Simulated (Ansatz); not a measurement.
## 2H-SiC: smallest direct gap on the k points sampled by level of theory

No measured value is used here.

| level (code) | value (eV) |
|---|---|
| LDA (Ansatz) | 3.87 |
| BLYP (Ansatz) | … |
| PBE (Ansatz) | … |
| RPBE (Ansatz) | 4.01 |
| r²SCAN (Ansatz) | 4.46 |
| G0W0@HSE06 (Ansatz) | 5.62 ± 0.03 |
| G0W0@PBE (Ansatz) | 5.18 ± 0.01 |

**Question.** Some entries are withheld; supply them.

**Answer.** 
- BLYP (Ansatz, a first-principles code), value (eV): 4.22
- PBE (Ansatz), value (eV): 3.96

Computed values are for a static lattice.  A ± on a computed value is a rough bar: the spread of its extrapolation, a floor set from checks against published values, or a statistical error. G0W0@HSE06: GW on a hybrid start was not checked against another program. Values are at the measured cell. Cutoffs differ between the levels. Ansatz's density-functional and Hartree–Fock values are scalar-relativistic unless marked +SOC, with PAW data made under PBE.
